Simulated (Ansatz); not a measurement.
System: bcc Na. Method: r²SCAN (Ansatz, a first-principles code, plane waves, PAW).

Run with plane-wave cutoff 600 eV, 16×16×16 k mesh, Fermi–Dirac smearing 0.1 eV, finite displacements, force constants from a 4×4×4 q mesh, scalar-relativistic PAW data made under PBE.

Computed at the level's own relaxed cell. Harmonic vibrational thermodynamics at fixed volume:

```tsv
T (K)	S_vib (J/K per mol of atoms)	C_V (J/K per mol of atoms)	F_vib (eV/atom)
200	38.33	24.00	-0.0258
400	55.26	24.70	-0.1247
500	60.78	24.79	-0.1849
600	65.30	24.83	-0.2503
800	72.46	24.88	-0.3935
900	75.39	24.89	-0.4701
1000	78.01	24.90	-0.5496
```

The crystal is taken as a harmonic solid at every temperature: melting, phase changes and thermal expansion are not seen, nor the electrons' share in a metal.
